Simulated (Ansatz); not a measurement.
I need harmonic frequencies at the relaxed geometry of C2HF2N, SMILES FC1=C(F)N1. Use Ansatz 0.2.0, Python API. Use (for the species named): r2SCAN, 6-31G* basis, multiplicity 1, D3BJ dispersion.

```xyz
6

F    -0.7533   -1.3838    0.8628
C    -0.5586   -0.0631    0.5140
C    -0.1517    0.2158   -0.7315
F     0.1349   -0.7852   -1.5909
N     0.6933    0.4683    0.3334
H     0.6776    1.4841    0.5660
```

Script `freq_c2hf2n.py`:
```python
from dataclasses import dataclass

import ansatz as az
from ase import Atoms
from ase.thermochemistry import IdealGasThermo
import numpy as np


@dataclass(frozen=True)
class RunConfig:
    basis: str = '6-31G*'
    functional: str = 'r2SCAN'
    vdw: str = 'd3bj'


settings = RunConfig()

geometry = (
    az.Crystal.molecule()
    .atom('F', [-0.7533, -1.3838, 0.8628])
    .atom('C', [-0.5586, -0.0631, 0.514])
    .atom('C', [-0.1517, 0.2158, -0.7315])
    .atom('F', [0.1349, -0.7852, -1.5909])
    .atom('N', [0.6933, 0.4683, 0.3334])
    .atom('H', [0.6776, 1.4841, 0.566])
)

setup = geometry.calculation()
setup = setup.basis(gaussian=settings.basis)
setup = setup.functional(settings.functional, dispersion=settings.vdw)
symbols = [site.symbol for site in geometry.cartesian_sites]
start = np.array([site.position_ang for site in geometry.cartesian_sites], dtype=float)
def progress(event):
    if event['event'] == 'relax_step':
        row = event['data']
        print(f'step {row["step"]:3d}  E = {row["lagrangian_ev"]:.6f} eV  largest force component {row["allowed_force_max_ev_ang"]:.4f} eV/A')


data = setup.relax(force_tolerance=0.003).session().plan().execute(on_event=progress).report
end = np.array(data['positions_ang'])

print('final positions (A) and the move of each atom')
for symbol, xyz, old in zip(symbols, end, start):
    print(f'{symbol:2s} {xyz[0]:10.5f} {xyz[1]:10.5f} {xyz[2]:10.5f}   {np.linalg.norm(xyz - old):7.4f}')

minimum = az.Crystal.molecule()
for symbol, place in zip(symbols, end):
    minimum = minimum.atom(symbol, place.tolist())
vibrating = minimum.calculation()
vibrating = vibrating.basis(gaussian=settings.basis)
vibrating = vibrating.functional(settings.functional, dispersion=settings.vdw)
vibrating = vibrating.phonons(temperatures=(298.15, 498.15, 100))
vib = vibrating.run(threads=1, pin='off').report['vibrations']
sums = vib['harmonic_sums']
modes = [m['omega_inv_cm'] for m in sums['modes_at_gamma'] if m['rigid_motion'] == 'no']
for number, w in enumerate(modes, start=1):
    print(f'mode {number:2d} {w:9.1f} 1/cm {w / 8065.544 * 1000:8.2f} meV')
print('imaginary modes:', sum(w < 0 for w in modes), ' zero-point energy:', round(sums['zero_point_energy_ev'], 4), 'eV')
gas = IdealGasThermo(vib_energies=[w / 8065.544 for w in modes if w > 0], geometry='linear' if len(modes) == 3 * len(symbols) - 5 else 'nonlinear',
                     atoms=Atoms(symbols, positions=end), symmetrynumber=1, spin=0.0)
print(f'H(298 K) - E = {gas.get_enthalpy(298.15, verbose=False):.4f} eV')
print(f'S(298 K, 1 bar) = {96485.33 * gas.get_entropy(298.15, 1e5, verbose=False):.1f} J/(mol K) with symmetry number 1')
```

Running `python freq_c2hf2n.py` prints:
```text
DeckWarning: the engine holds no damping parameters fitted to this dispersion correction and functional, so the run takes those fitted to r2scan beside the three-body term, which d3bj leaves out (hamiltonian.dispersion, under Limitations)
step   1  E = -9003.339129 eV  largest force component 3.5976 eV/A
step   2  E = -9003.688006 eV  largest force component 1.7614 eV/A
step   3  E = -9004.054524 eV  largest force component 0.8387 eV/A
step   4  E = -9004.189957 eV  largest force component 3.7809 eV/A
step   5  E = -9004.274138 eV  largest force component 2.5853 eV/A
step   6  E = -9004.018956 eV  largest force component 5.1960 eV/A
step   7  E = -9004.468263 eV  largest force component 0.5045 eV/A
step   8  E = -9004.479393 eV  largest force component 0.3309 eV/A
step   9  E = -9004.483479 eV  largest force component 0.0983 eV/A
step  10  E = -9004.483756 eV  largest force component 0.0297 eV/A
step  11  E = -9004.483812 eV  largest force component 0.0249 eV/A
step  12  E = -9004.483831 eV  largest force component 0.0149 eV/A
step  13  E = -9004.483896 eV  largest force component 0.0051 eV/A
step  14  E = -9004.483901 eV  largest force component 0.0014 eV/A
final positions (A) and the move of each atom
F    -1.02892   -1.10059    1.37087    0.6437
C    -0.39979   -0.42787    0.44323    0.4041
C     0.01003   -0.15346   -0.73056    0.4031
F     0.15487   -0.30738   -2.02061    0.6429
N     0.81584    0.47448    0.38811    0.1343
H     0.49017    1.45091    0.50275    0.2006
mode  1     187.0 1/cm    23.18 meV
mode  2     257.1 1/cm    31.88 meV
mode  3     300.0 1/cm    37.20 meV
mode  4     419.4 1/cm    52.00 meV
mode  5     640.4 1/cm    79.40 meV
mode  6     781.4 1/cm    96.88 meV
mode  7    1104.2 1/cm   136.90 meV
mode  8    1199.8 1/cm   148.75 meV
mode  9    1272.0 1/cm   157.70 meV
mode 10    1410.6 1/cm   174.89 meV
mode 11    2159.4 1/cm   267.73 meV
mode 12    3216.9 1/cm   398.85 meV
imaginary modes: 0  zero-point energy: 0.8027 eV
H(298 K) - E = 0.9613 eV
S(298 K, 1 bar) = 298.2 J/(mol K) with symmetry number 1
```
(Warnings from the package without file and line.)

Total energies depend on the basis set; only differences at equal settings carry meaning. The frequencies are harmonic and unscaled, in a modest basis. The entropy takes a symmetry number of 1; a symmetric molecule's is lower by R ln(sigma). A dispersion term here runs with damping parameters fitted for another variant or functional. It ran for 110 s on 1 thread of Arm Neoverse V2 (shared host), peak memory 0.26 GiB.
